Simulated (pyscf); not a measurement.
This saddle point was located with ωB97X-D3(BJ)/def2-SVP in PySCF.

```xyz
10

Ge     1.3666    -0.1019    -1.1109
H     -0.0496     0.7814    -1.3623
H      1.9014     0.7564     0.0933
H      0.7221    -1.2855    -0.3012
C     -0.8964     1.0129     0.8736
C     -1.1031     1.1656    -0.5053
H     -1.1496     0.0779     1.3799
H     -0.3901     1.7869     1.4560
H     -1.8298     0.5003    -0.9886
H     -1.0959     2.1857    -0.9109
```
Charge 0, spin multiplicity 2.

Surface: doublet, charge 0. Lowest wavenumbers (cm⁻¹): 1718i, 42, 146, 297, 367.

Question: What reaction is this the transition state of?

Answer: `[GeH3]` [doublet] + `[CH2]=[CH2]` ⇌ `[GeH2]` [singlet] + `[CH2][CH3]` [doublet], a hydrogen abstraction read from left to right: Ge–H broken and C–H formed. At ωB97M-D3(BJ)/def2-TZVP it lies +1.12 eV from the left side and +0.18 eV from the right (each side as separated species at their lowest minima found). On the product side the descent ends in a complex, 0.21 eV under the separated species and 0.33 eV under the saddle at ωB97X-D3(BJ)/def2-TZVP. One saddle was located; it need not be the lowest between these sides. The angle at the transferred H is 133°. Elements up to Kr have no core potential and no relativistic terms here.
